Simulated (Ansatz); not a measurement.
in.yaml

```yaml
crystal:
  periodic: [false, false, false]
  atoms:
    - {symbol: Al, position_ang: [-0.016030, -0.758782, 0.023517]}
    - {symbol: Cl, position_ang: [-0.016863, 0.292373, -1.776181]}
    - {symbol: Cl, position_ang: [0.031101, 0.351683, 1.758296]}
    - {symbol: H, position_ang: [-0.071676, -2.342027, -0.000447]}
basis:
  gaussian: {orbitals: STO-3G}
magnetization: {spin_polarized: true, initial_magnetization: 0}
correlation: {method: ccsd_t, electrons: all}
output: {forces: true}
```

```sh
$ ansatz run in.yaml --threads 1 --pin off --events-out ev --progress --plain --max-ram 2393MiB
```

The program prints:

```
296 factors; integrals over basis functions are off by at most 1.4e-5 eV
mean field evaluation 1: about -31262.1918 eV, gradient 1.4e1 eV
mean field evaluation 2: about -31262.1976 eV, gradient 1.4e1 eV
mean field evaluation 4: about -31264.0066 eV, gradient 4.6e-1 eV
mean field evaluation 8: about -31264.0090 eV, gradient 6.9e-7 eV
mean field -31264.00895464 eV, -1148.9311375767 hartree, gradient 4.8e-6 eV, S^2 0.000000; 0 other end points of the search recorded, 0 dependent functions left out
reference -31264.00895464 eV, -1148.9311375767 hartree; 24, 24 occupied and 4, 4 virtual orbitals, 296 factors
second order -1.11870334 eV of doubles, -0.00000000 eV of singles
cycle   1  -1.28980620 eV  change   -1.7e-1 eV  update   4.8e-2
cycle   2  -1.40098095 eV  change   -1.1e-1 eV  update   1.7e-2
cycle   3  -1.41330908 eV  change   -1.2e-2 eV  update   4.2e-3
cycle   4  -1.41274559 eV  change    5.6e-4 eV  update   1.0e-3
cycle   5  -1.41279991 eV  change   -5.4e-5 eV  update   2.7e-4
cycle   6  -1.41281318 eV  change   -1.3e-5 eV  update   6.4e-5
cycle   7  -1.41278462 eV  change    2.9e-5 eV  update   1.2e-5
cycle   8  -1.41278335 eV  change    1.3e-6 eV  update   2.6e-6
perturbative correction -0.03991326 eV, -0.0014667852 hartree
the calculation of the forces begins
Total energy: -31265.46165125 eV, -1148.9845231923 hartree
Atom 0 at    -0.016030    -0.758782     0.023517 Å, force    -0.107306    -1.850386    -0.584523 eV/Å
Atom 1 at    -0.016863     0.292373    -1.776181 Å, force     0.012094    -0.090851     0.254915 eV/Å
Atom 2 at     0.031101     0.351683     1.758296 Å, force     0.015380     0.110368     0.209743 eV/Å
Atom 3 at    -0.071676    -2.342027    -0.000447 Å, force     0.079832     1.830870     0.119865 eV/Å
Dipole moment:    -0.004490    -0.542669     0.050993 e Å
```

Forces (eV/Å):
```
Al  -0.107 -1.850 -0.585
Cl   0.012 -0.091  0.255
Cl   0.015  0.110  0.210
H    0.080  1.831  0.120
```

Ran on 1 thread of AMD EPYC 7B13, shared host: 2.6 s wall, 0.14 GiB peak host memory.
